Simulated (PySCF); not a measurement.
CH2, SMILES [CH2] (connectivity only; charge and spin as stated), charge +1, multiplicity 2. Atoms are numbered in the order given.

```xyz
3

C      0.0000     0.0000     0.0000
H      0.0000     0.0000    -1.1016
H      0.0000     0.0000     1.1016
```
Charge +1, spin multiplicity 2.

Coordinates come from a PBE-D3(BJ)/def2-TZVPD optimisation. The isomer is the one that the SMILES or the coordinates give; other isomers of the formula were not compared.

Method: B3LYP/def2-TZVPD run with PySCF.

Gas-phase values at a fixed geometry.

```yaml
total_energy: -38.78229 hartree
point_group: D∞h
"α spin, highest occupied and lowest empty level": -17.29 and -13.86 eV
"β spin, highest occupied and lowest empty level": -22.96 and -13.25 eV
dipole_moment_about_the_centre_of_nuclear_charge: 0.00 D
"⟨S²⟩": 0.754 (pure state 0.75)
```
